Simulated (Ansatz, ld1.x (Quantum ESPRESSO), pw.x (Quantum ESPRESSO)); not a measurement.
# Al (Z = 13): does the PAW potential hold in the solid?

ld1.x (Quantum ESPRESSO) 7.5 input, shortened:

```
&input
   title='Al', zed=13., rel=1, dft='PBE', iswitch=3,
   config='[Ne] 3s2 3p1 3d-2'
 /
 &inputp
   pseudotype=3, lpaw=.true., tm=.true., lloc=-1, rcloc=1.60,
   nlcc=.true., new_core_ps=.true., rcore=1.35,
   which_augfun='PSQ', rmatch_augfun=1.65
 /
6
3S  1  0   2.00   0.00  1.50  1.95  0.0
3S  1  0   0.00   1.50  1.50  1.95  0.0
3P  2  1   1.00   0.00  1.75  2.00  0.0
3P  2  1   0.00   0.35  1.75  2.00  0.0
3D  3  2  -2.00   0.30  1.55  1.75  0.0
3D  3  2  -2.00   2.85  1.55  1.75  0.0
 &test
   configts(1)='3s2 3p1'
 /
```

Crystal test: fcc Al in pw.x 7.5, no spin, 14³ k-points, Fermi–Dirac smearing 0.01 Ry, cutoffs 40/320 Ry. The lattice is a test structure that the element need not adopt, and mesh and smearing are coarse.

pw.x input:

```
&control
  calculation='scf', prefix='x', pseudo_dir='./', outdir='./tmp', tstress=.true., disk_io='none'
/
&system
  ibrav=0, nat=1, ntyp=1, ecutwfc=40, ecutrho=320, nbnd=8,
  occupations='smearing', smearing='fd', degauss=0.01
/
&electrons
  conv_thr=1e-09, mixing_beta=0.4, electron_maxstep=70
/
ATOMIC_SPECIES
Al 1.0 Al.UPF
CELL_PARAMETERS angstrom
  0.00000000 2.02172157 2.02172157
  2.02172157 0.00000000 2.02172157
  2.02172157 2.02172157 0.00000000
ATOMIC_POSITIONS crystal
Al 0.0000 0.0000 0.0000
K_POINTS automatic
14 14 14 0 0 0
```

```bash
pw.x < Al.scf.in > Al.scf.out
```

**Question.** How does the run end?

**Answer.** It converges; the pressure is -0.12 GPa against -0.17 GPa from all-electron LAPW.  The log shows:

```
Message from routine setup:
     using ibrav=0 with symmetry is DISCOURAGED, use correct ibrav instead
     lattice parameter (alat)  =       5.4030  a.u.
     unit-cell volume          =     111.5297 (a.u.)^3
     number of electrons       =         3.00
     number of Kohn-Sham states=            8
     kinetic-energy cutoff     =      40.0000  Ry
     charge density cutoff     =     320.0000  Ry
     scf convergence threshold =      1.0E-09
     Exchange-correlation= SLA  PW   PBX  PBC
     number of k points=   104  Fermi-Dirac smearing, width (Ry)=  0.0100
     iteration #  1     ecut=    40.00 Ry     beta= 0.40
     total energy              =     -39.50340746 Ry
     estimated scf accuracy    <       0.00548971 Ry
     iteration #  2     ecut=    40.00 Ry     beta= 0.40
     total energy              =     -39.50285762 Ry
     estimated scf accuracy    <       0.00183871 Ry
     iteration #  3     ecut=    40.00 Ry     beta= 0.40
     total energy              =     -39.50289329 Ry
     estimated scf accuracy    <       0.00000264 Ry
     iteration #  4     ecut=    40.00 Ry     beta= 0.40
     total energy              =     -39.50289368 Ry
     estimated scf accuracy    <       0.00000008 Ry
     iteration #  5     ecut=    40.00 Ry     beta= 0.40
     the Fermi energy is     7.8821 ev
!    total energy              =     -39.50289368 Ry
     estimated scf accuracy    <          4.1E-11 Ry
     smearing contrib. (-TS)   =      -0.00207666 Ry
     convergence has been achieved in   5 iterations
          total   stress  (Ry/bohr**3)                   (kbar)     P=       -1.25
     Message from routine punch:
     Nothing written, as per user request (disk_io='none')
```
